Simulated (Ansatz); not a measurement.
Input file:

```yaml
crystal:
  periodic: [false, false, false]
  atoms:
    - {symbol: Al, position_ang: [-0.015433, -0.009008, 0.280696]}
    - {symbol: Al, position_ang: [-0.016266, -0.025151, -2.090873]}
    - {symbol: H, position_ang: [0.031698, 0.034159, 1.810177]}
basis:
  gaussian: {orbitals: cc-pVTZ}
magnetization: {spin_polarized: false, initial_magnetization: 3}
correlation: {method: ccsdt_q, electrons: outside_noble_gas}
```

```sh
$ ansatz run in.yaml --threads 1 --pin off --events-out ev --progress --plain --max-ram 2393MiB
```

Output:

```
944 factors; integrals over basis functions are off by at most 2.4e-7 eV
mean field evaluation 1: about -13178.8653 eV, gradient 6.7e0 eV
mean field evaluation 2: about -13178.8688 eV, gradient 6.7e0 eV
mean field evaluation 4: about -13179.7887 eV, gradient 1.4e0 eV
mean field evaluation 8: about -13179.8547 eV, gradient 3.2e-1 eV
mean field evaluation 16: about -13179.8675 eV, gradient 2.7e-6 eV
mean field evaluation 32: about -13179.8516 eV, gradient 5.0e-1 eV
mean field evaluation 64: about -13177.0152 eV, gradient 6.0e-1 eV
mean field evaluation 96: about -13176.9912 eV, gradient 2.2e-3 eV
mean field evaluation 128: about -13177.8409 eV, gradient 4.2e-4 eV
mean field -13179.86746234 eV, -484.3511956059 hartree, gradient 2.7e-6 eV, S^2 3.750000; 6 other end points of the search recorded, 0 dependent functions left out
mean field evaluation 160: about -13179.6821 eV, gradient 1.7e0 eV
determinant -13179.86746234 eV, -484.3511956059 hartree, with singles and doubles -13183.51279457 eV, -484.4851590945 hartree
determinant -13177.84090729 eV, -484.2767210816 hartree, with singles and doubles -13181.22079088 eV, -484.4009295126 hartree
determinant -13177.83084531 eV, -484.2763513105 hartree, with singles and doubles -13181.21597319 eV, -484.4007524657 hartree
determinant -13177.03150550 eV, -484.2469761143 hartree, with singles and doubles -13180.88819180 eV, -484.3887067218 hartree
determinant -13176.99120274 eV, -484.2454950152 hartree, with singles and doubles -13180.90379980 eV, -484.3892803051 hartree
10 core orbitals not correlated: weight in the atoms' cores, before any rotation towards them, 1.000 or more for the frozen orbitals, at most 0.000 for the correlated occupied ones
reference -13179.86746234 eV, -484.3511956059 hartree; 5, 2 occupied and 67, 70 virtual orbitals, 944 factors
second order -2.88609280 eV of doubles, -0.03407114 eV of singles
cycle   1  -3.35470884 eV  change   -4.3e-1 eV  update   8.4e-2
cycle   2  -3.70565848 eV  change   -3.5e-1 eV  update   4.4e-2
cycle   3  -3.78996534 eV  change   -8.4e-2 eV  update   2.3e-2
cycle   4  -3.78714504 eV  change    2.8e-3 eV  update   1.3e-2
cycle   5  -3.80082260 eV  change   -1.4e-2 eV  update   6.2e-3
cycle   6  -3.80097132 eV  change   -1.5e-4 eV  update   3.4e-3
cycle   7  -3.79839063 eV  change    2.6e-3 eV  update   1.3e-3
cycle   8  -3.79928723 eV  change   -9.0e-4 eV  update   5.3e-4
cycle   9  -3.79969851 eV  change   -4.1e-4 eV  update   1.9e-4
cycle  10  -3.79950463 eV  change    1.9e-4 eV  update   9.1e-5
cycle  11  -3.79949230 eV  change    1.2e-5 eV  update   4.5e-5
cycle  12  -3.79949863 eV  change   -6.3e-6 eV  update   1.8e-5
cycle  13  -3.79951944 eV  change   -2.1e-5 eV  update   9.5e-6
cycle  14  -3.79952673 eV  change   -7.3e-6 eV  update   3.9e-6
cycle  15  -3.79952671 eV  change    2.3e-8 eV  update   1.9e-6
cycle  16  -3.79952532 eV  change    1.4e-6 eV  update   1.1e-6
cycle  17  -3.79952503 eV  change    2.9e-7 eV  update   5.2e-7
perturbative correction -0.01344641 eV, -0.0004941464 hartree
Total energy: -13183.68043377 eV, -484.4913197216 hartree
```

For the same geometry and basis UCCSDT(Q) lies 1.6 meV lower.

Ran on 1 thread of Arm Neoverse V1, shared host: 96 s wall, 0.84 GiB peak host memory.
